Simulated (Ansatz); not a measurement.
**A basis-limit estimate, worked out**

An elementary step of Si2H7Cl, closed shell (SiH₃Cl ([SiH3][Cl]) + SiH₄ → SiH₃Cl ([SiH3][Cl]) + SiH₄; Si–Cl, Si–H broken or loosened, Si–H, Cl–Si formed or tightened). “Start” and “end” are the PBE0-D4/def2-TZVP structures reached by relaxing down either side of its saddle point, with the molecules still in contact.

Computed with Ansatz 0.2.0 (basis: def2-TZVPP and def2-QZVPP); correlated methods freeze the cores.

Energies in eV:

| quantity | end | start |
| --- | --- | --- |
| Hartree–Fock, triple zeta (X = 3) | -28340.80641 | -28340.80618 |
| Hartree–Fock, quadruple zeta (X = 4) | -28341.66453 | -28341.66431 |
| MP2 correlation, X = 3 | -12.70000 | -12.70011 |
| MP2 correlation, X = 4 | -13.77439 | -13.77449 |
| CCSD(T) correlation, X = 3 | -14.99543 | -14.99560 |

(1) Work out the step energy at the basis limit: extrapolate Hartree–Fock as E(X) = E∞ + A exp(−7.88 √X) and the MP2 correlation as E(X) = E∞ + B X^−2.97 (the exponents that Neese and Valeev fitted for def2-TZVPP and QZVPP), then add CCSD(T) − MP2 in triple zeta.

No T1 diagnostic of these runs exceeds 0.012.

Answers

(1) Each step is linear, so take the differences first (end − start): Hartree–Fock -0.00023 (X = 3) and -0.00022 (X = 4); MP2 correlation 0.00011 and 0.00010; CCSD(T) correlation 0.00017.
Two points give E∞ = E(4) + w [E(4) − E(3)], with w = 1/(exp(7.88 (2 − √3)) − 1) = 0.1377 for Hartree–Fock and w = 1/((4/3)^2.97 − 1) = 0.7407 for the correlation.
Hartree–Fock: -0.00022 + 0.1377 × 0.00001 = -0.0002 eV.
MP2 correlation: 0.00010 + 0.7407 × (-0.00001) = 0.0001 eV.
CCSD(T) − MP2: 0.00017 − 0.00011 = 0.0001 eV.
Sum: -0.0002 + 0.0001 + 0.0001 = 0.0000 eV, or 0.00 kcal/mol. Plain CCSD(T) in triple zeta gives -0.0001 eV, so the larger basis shifts the result by 0.0001 eV.

Ligand swaps between two centres remove the fluorinated layer in thermal atomic layer etching, and scramble precursors in the gas phase.

Labels in which every atom is bracketed show which atoms are joined, not bond orders.

For scale, one of the runs: CCSD(T)/def2-TZVPP, 224 basis functions, launched by `ansatz run in.yaml --threads 4 --pin off --events-out ev --progress --plain --max-ram 9574MiB`. Time: 37 s of wall clock on 4 CPU threads of an Arm Neoverse V1; the host was shared. Peak host memory: 3.2 GiB.
